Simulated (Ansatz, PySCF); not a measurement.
Dissociation curve of Li2, singlet.

RCCSD = CCSD on RHF/aug-cc-pVQZ, frozen core (Ansatz, an electronic-structure program); RCCSD(T) = CCSD(T) on RHF/aug-cc-pVQZ, frozen core in Ansatz; RKS-B3LYP/6-31G* = restricted B3LYP/6-31G*, spherical d run with PySCF 2.14.0.

Energies are in mEh, each relative to the lowest point of its own curve near equilibrium.

```tsv
R / Å	RCCSD	RCCSD(T)	RKS-B3LYP/6-31G*
2.07	17.6	17.6	19.1
2.19	10.6	10.6	11.7
2.38	3.6	3.6	4.3
2.46	1.9	1.9	2.4
2.62	0.2	0.2	0.3
2.69	0.0	0.0	0.0
2.74	0.0	0.0	0.0
2.85	0.6	0.6	0.4
2.92	1.2	1.2	0.9
3.00	2.1	2.1	1.7
3.15	4.2	4.2	3.7
3.47	9.9	9.9	9.2
3.73	14.9	14.9	14.3
4.10	21.6	21.6	21.5
4.61	28.7	28.7	30.4
4.94	31.9	31.9	35.3
5.37	34.6	34.6	40.7
6.03	36.7	36.7	47.0
6.82	37.7	37.7	52.1
7.35	38.0	38.0	54.4
8.22	38.2	38.2	56.9
```

With two correlated electrons CCSD is exact in the basis where it finds the lowest root (RCCSD, RCCSD(T)). The restricted form behind RKS-B3LYP/6-31G* keeps the bonding electrons paired and can't separate into open-shell fragments.
